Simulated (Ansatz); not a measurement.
in.yaml

```yaml
crystal:
  periodic: [false, false, false]
  atoms:
    - {symbol: Zr, position_ang: [0.000000, 0.000000, 0.000000]}
    - {symbol: C, position_ang: [0.000000, 0.000000, 7.144000]}
basis:
  gaussian: {orbitals: def2-SVP}
total_charge: 1
magnetization: {spin_polarized: false, initial_magnetization: 5}
correlation: {method: fic_mrcisd_q, electrons: outside_noble_gas, active_space: {window: {electrons: 7, orbitals: 7}}}
```

```sh
$ ansatz run in.yaml --threads 1 --pin off --events-out ev --progress --plain --max-ram 4096MiB --backend cpu
```

The program prints:

```
474 factors; integrals over basis functions are off by at most 2.0e-4 eV
mean field evaluation 1: about -2268.5752 eV, gradient 2.2e1 eV
mean field evaluation 2: about -2268.6087 eV, gradient 2.2e1 eV
mean field evaluation 4: about -2247.6197 eV, gradient 3.5e1 eV
mean field evaluation 8: about -2280.9983 eV, gradient 8.2e0 eV
mean field evaluation 16: about -2282.4263 eV, gradient 7.4e-7 eV
mean field evaluation 32: about -2282.4518 eV, gradient 5.0e-4 eV
mean field evaluation 64: about -2282.4520 eV, gradient 3.4e-6 eV
mean field evaluation 96: about -2282.1914 eV, gradient 3.1e-2 eV
mean field evaluation 128: about -2282.4488 eV, gradient 1.5e-1 eV
mean field evaluation 160: about -2282.1939 eV, gradient 1.2e-1 eV
...
mean field evaluation 704: about -2282.4518 eV, gradient 2.4e-6 eV
mean field evaluation 736: about -2282.4263 eV, gradient 7.2e-6 eV
mean field -2282.45198004 eV, -83.8785631650 hartree, gradient 1.2e-6 eV, S^2 8.750000; 24 other end points of the search recorded, 0 dependent functions left out
reference -2282.45198004 eV, -83.8785631650 hartree; 11, 6 occupied and 34, 39 virtual orbitals, 474 factors
state -2282.96286582 eV, -83.8973378712 hartree
contracted CI cycle   1: correlation 0.00000000 eV, 0.0000000000 hartree, residual 1.05e1 eV
contracted CI cycle   2: correlation -1.73441591 eV, -0.0637386089 hartree, residual 1.62e0 eV
contracted CI cycle   3: correlation -1.78138989 eV, -0.0654648710 hartree, residual 2.34e-1 eV
contracted CI cycle   4: correlation -1.78270139 eV, -0.0655130677 hartree, residual 4.65e-2 eV
contracted CI cycle   5: correlation -1.78277388 eV, -0.0655157317 hartree, residual 2.14e-2 eV
contracted CI cycle   6: correlation -1.78278561 eV, -0.0655161629 hartree, residual 6.36e-3 eV
contracted CI cycle   7: correlation -1.78278644 eV, -0.0655161932 hartree, residual 1.41e-3 eV
contracted CI cycle   8: correlation -1.78278648 eV, -0.0655161947 hartree, residual 3.59e-4 eV
state -2282.96286582 eV, -83.8973378712 hartree; corrected -2284.80423953 eV, -83.9650071068 hartree
Total energy: -2284.80423953 eV, -83.9650071068 hartree
```

Ran on 1 thread of AMD EPYC 7R13, shared host: 21 s wall, 0.2 GiB peak host memory.
